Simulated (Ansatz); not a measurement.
# CH6AlN: the cost of one run

Program: Ansatz 0.2.0, Gaussian basis. Level of theory: the settings change from run to run. These are calculated values, not measurements.

## Step 1: The relaxed structure

The geometry comes from an earlier relaxation with PBE0-D4 in a triple-zeta def2 set; it is a stationary point, not always the lowest conformer.

9 atoms, charge 0, spin multiplicity 1.

Atoms are counted from 1 here; the program's logs count them from 0.

Bond lengths: N1–C2 1.524 Å, N1–Al3 1.999 Å, N1–H4 1.010 Å, N1–H5 1.010 Å, C2–Al3 1.952 Å, C2–H6 1.087 Å, C2–H7 1.087 Å, Al3–H8 1.589 Å, Al3–H9 1.589 Å. Angles: C2–N1–Al3 65.7°, C2–N1–H4 113.8°, C2–N1–H5 113.8°, Al3–N1–H4 123.0°, Al3–N1–H5 123.1°, H4–N1–H5 109.1°, N1–C2–Al3 68.9°, N1–C2–H6 110.5°, N1–C2–H7 110.5°, Al3–C2–H6 123.3°, Al3–C2–H7 123.1°, H6–C2–H7 110.3°, N1–Al3–C2 45.4°, N1–Al3–H8 110.6°, N1–Al3–H9 110.6°, C2–Al3–H8 118.2°, C2–Al3–H9 118.2°, H8–Al3–H9 123.4°.

## Step 2: wB97X-V/def2-TZVPD

in.yaml

```yaml
crystal:
  periodic: [false, false, false]
  atoms:
    - {symbol: N, position_ang: [-0.728506, 0.266130, -0.477100]}
    - {symbol: C, position_ang: [0.781787, 0.452334, -0.390641]}
    - {symbol: Al, position_ang: [0.149854, -0.794583, 0.971968]}
    - {symbol: H, position_ang: [-1.040521, -0.142460, -1.346752]}
    - {symbol: H, position_ang: [-1.254686, 1.110317, -0.300809]}
    - {symbol: H, position_ang: [1.025848, 1.490873, -0.182074]}
    - {symbol: H, position_ang: [1.257861, 0.130959, -1.313474]}
    - {symbol: H, position_ang: [0.130777, -2.343952, 0.620939]}
    - {symbol: H, position_ang: [-0.233913, -0.215817, 2.400843]}
basis:
  gaussian: {orbitals: def2-TZVPD}
hamiltonian: {xc: {name: wB97X-V}}
```

The run is started by

```
ansatz run in.yaml --threads 2 --pin off --events-out ev --progress --plain --max-ram 4352MiB
```

What time and memory should one allow on 2 threads of INTEL XEON PLATINUM 8581C at 2.30GHz, shared host?

About 4.1 s, with a peak of 0.46 GiB.
